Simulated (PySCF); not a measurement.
An unknown is described by computed data only.

Formula: C4H6S.

* UV, strongest line: among the 10 lowest singlet transitions: S2 at 5.24 eV (236 nm, f = 0.470) [TDDFT PBE0/def2-SVPD]
* Polarisability: 76.9 au [PBE0/def2-SVPD]
* NMR, other nuclei: isotropic shieldings of nuclei other than C and H, by class: 336 (1 S) ppm [GIAO B3LYP/pcSseg-2]
* 13C NMR: chemical shifts (computed TMS as zero) by class: 151.2 (2 C), 116.7 (2 C) ppm [GIAO B3LYP/pcSseg-2]
* Triplet: lowest triplet excitation (Tamm–Dancoff): 3.55 eV [TDA PBE0/def2-SVPD]
* 1H NMR: chemical shifts (computed TMS as zero) by class: 6.62 (2 H), 5.29 (2 H), 5.21 (2 H) ppm [GIAO B3LYP/pcSseg-2]
* Valence photoelectron: vertical ionisation energy: 8.00 eV [ΔSCF PBE0/def2-SVPD]
* Dipole: 1.12 D [PBE0/def2-SVPD]
* Rotational structure: rotational constants A, B, C: 19.171, 1.987, 1.804 GHz [PBE0-D3(BJ)/def2-SVP]
* UV, first state: lowest singlet excitation: 5.10 eV (243 nm, f = 0.003) [TDDFT PBE0/def2-SVPD]

The electronic properties come from PySCF, for the isolated species, density fitting. Levels stand in brackets. Geometry: PBE0-D3(BJ)/def2-SVP, one conformer, isolated molecule. NMR classes are plain means over equivalent atoms (diastereotopic ones count apart unless rotation or inversion swaps them), as if these changed places fast.

Problem. What is the compound? Reason from the data.

Solution. Numbering: `[CH2:1]=[CH:2][S:3][CH:4]=[CH2:5]`. Its formula, C4H6S, gives 2 degrees of unsaturation: 0 rings and 2 π bonds in the structure found. 4 carbons fall into 2 classes; from least to most shielded: alkene CH carbon [C2/C4] (151.2 ppm, 2 C), terminal =CH2 carbon [C1/C5] (116.7 ppm, 2 C). Hydrogen classes from least to most shielded: 2 H on 2 alkene CH carbons, C2/C4 (6.62 ppm), 2 H on 2 terminal =CH2 carbons, C1/C5 (5.29 ppm), 2 H on 2 terminal =CH2 carbons, C1/C5 (5.21 ppm). The other shieldings belong to: 336 ppm, sulfide sulfur [S3]. The first electron is taken from the HOMO, whose largest Löwdin shares are 0.38 on the sulfide sulfur and 0.16 on each of 2 atoms of one kind (terminal =CH2 carbon). The optimised geometry has point group C2 and is an asymmetric top. Structure: `C=CSC=C` (divinyl sulfide). Computed isomers that give other values at the same levels: `C=CCC=S` (rotational constant A: 18.346 GHz; this holds for the one conformer computed); `CC#CCS` (rotational constant A: 15.309 GHz; this holds for the one conformer computed); `CSC1=CC1` (rotational constant A: 9.230 GHz; this holds for the one conformer computed). The assignments are read from this structure; whether some other isomer fits the data as well wasn't checked.

Conformer computed: `[CH2:1]=[CH:2][S:3][CH:4]=[CH2:5]`: C1–C2–S3–C4 -172°, C2–S3–C4–C5 -172°.
